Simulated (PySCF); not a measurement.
C6H7 (doublet state).
Cartesian coordinates in Å at the PBE0-D3(BJ)/def2-SVP level; atoms count from 1:
```
atom  x, y, z in Å
C1    -0.7240   -1.3485    0.1599
C2     0.5888   -1.4076    0.2606
C3     1.4115   -0.1482    0.1135
C4     0.5651    1.0662   -0.1256
C5    -0.7684    1.0559   -0.2158
C6    -1.6062   -0.1944   -0.0858
H7     1.1157   -2.3500    0.4496
H8     2.0371    0.0014    1.0143
H9     2.1381   -0.2668   -0.7134
H10    1.0934    2.0196   -0.2313
H11   -1.3065    1.9937   -0.3924
H12   -2.3427   -0.0761    0.7310
H13   -2.2107   -0.3443   -1.0003
```

As a line formula: `[C]1=CCC=CC1` [radical].

Method used: UKS B3LYP, IGLO-III on C, pcH-1 on H, non-relativistic, mean-field spin-orbit, GIAO in PySCF. Isolated species at its PBE0-D3(BJ)/def2-SVP geometry, gas phase. No stability test was run, so a lower SCF solution isn't excluded.

(1) What is the g tensor, term by term?

(2) What effective moment and Curie constant follow for a powder?

(3) At 9.761 GHz, how far is the centre of the isotropic spectrum from where a free electron (g = 2.002319) resonates?

(4) In a frozen sample, at which fields do the three g values resonate at 9.5, 34, 94 and 263 GHz (hyperfine left aside), and which band first spreads them over more than twice a line width of 0.3 mT?

Answers

(1) 
```tsv
Δg (ppm)	1	2	3
relativistic mass correction	-160	-160	-160
gauge correction	35	8	-24
orbital Zeeman/spin–orbit	-655	-37	1032
total	-780	-189	848
```

So g = 2.00154, 2.00213, 2.00317 and g_iso = 2.00228; the tensor is rhombic: the two nearest values differ by 36 % of g3 − g1. Axes: g2 points within 1° of the C2–C3 bond.

(2) With the mean of g² = 4.0091 and S(S+1) = 0.75: μ_eff = √(⟨g²⟩S(S+1)) = 1.734 μB and χT = 0.12505·⟨g²⟩·S(S+1) = 0.376 cm³ K/mol (cgs; spin-Hamiltonian part alone).

(3) B = hν/(g μB) with μB/h = 13.99624 MHz/mT gives 348.30 mT for the free electron and 348.30 mT at g_iso, the same within 0.01 mT.

(4) 
```json
{"band": "X", "GHz": "9.5", "B(g3) mT": "338.84", "B(g2) mT": "339.02", "B(g1) mT": "339.12", "spread mT": "0.28"}
{"band": "Q", "GHz": "34.0", "B(g3) mT": "1212.69", "B(g2) mT": "1213.32", "B(g1) mT": "1213.68", "spread mT": "0.99"}
{"band": "W", "GHz": "94.0", "B(g3) mT": "3352.73", "B(g2) mT": "3354.47", "B(g1) mT": "3355.46", "spread mT": "2.73"}
{"band": "J", "GHz": "263.0", "B(g3) mT": "9380.52", "B(g2) mT": "9385.38", "B(g1) mT": "9388.15", "spread mT": "7.63"}
```

The spread grows in proportion to the frequency. Q band is the first where it exceeds 0.6 mT.

The Mulliken spin populations are largest on C1 (+0.98), C2 (-0.13) and C3 (+0.07). No atom but C1 exceeds +0.15.

The HOMO–LUMO gaps are 6.12 eV among the α and 4.41 eV among the β orbitals.
